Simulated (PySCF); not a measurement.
## CO and its ions

RHF; C jorge-DZP-DKH, O jorge-DZP-DKH; spin-free X2C with a Gaussian nucleus (PySCF 2.14). Neutral (RHF): singlet (closed shell), Re = 1.114 Å, ωe = 2425 cm⁻¹, De = 7.23 eV, HOMO -14.93 eV, LUMO 4.00 eV.

CO⁺ (ROHF): doublet (σ ↑), Re = 1.087 Å, ωe = 2631 cm⁻¹, De = 5.03 eV to C⁺ + O. The energies at the minima are -112.82672 hartree for CO and -112.33943 for CO⁺.

Work out the adiabatic ionisation energy, without and with harmonic zero-point energies (1 hartree = 27.2114 eV, 1 eV = 8065.5 cm⁻¹), and the change of the bond length.

At HF: 0.48729 hartree = 13.260 eV between the minima; the zero-point term (2631.0 − 2425.0)/2 cm⁻¹ = +0.013 eV makes it 13.273 eV. Re changes by -2.7 pm against the neutral. Minus the HOMO energy is 14.93 eV, +1.67 eV from the value between the minima; Hartree–Fock orbital energies leave out relaxation and correlation. The electron leaves a σ orbital, and the shorter bond of the ion fits an antibonding orbital, or a change in how ionic the bond is.

For an ion De counts to the pair picked by the measured ionisation energies or electron affinities, which need not be the lowest pair at this level. Where the molecule has an RHF reference, its open-shell atoms are computed with UHF. Hartree–Fock leaves out correlation, which carries a large part of most bond energies and some tenths to 1 eV of ionisation energies. States were picked by a PBE0 search and need not be the measured ground states.
